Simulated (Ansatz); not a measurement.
Z-matrix (Å, degrees):
```
C
N 1 1.146
H 1 1.069 2 180.0
```

The species carries charge 0 and has multiplicity 1.

**Question.** List the CAM-B3LYP/def2-TZVPP orbital energies in eV (the Gaussian-basis code of Ansatz). (An estimate is asked.)

**Answer.** Ansatz gave: Occupied: -392.29, -280.35, -27.52, -18.64, -12.52, -11.91, -11.91. Lowest empty: 1.46, 1.46, 2.31, 3.47, 6.96, 6.96, 8.24, 11.22.
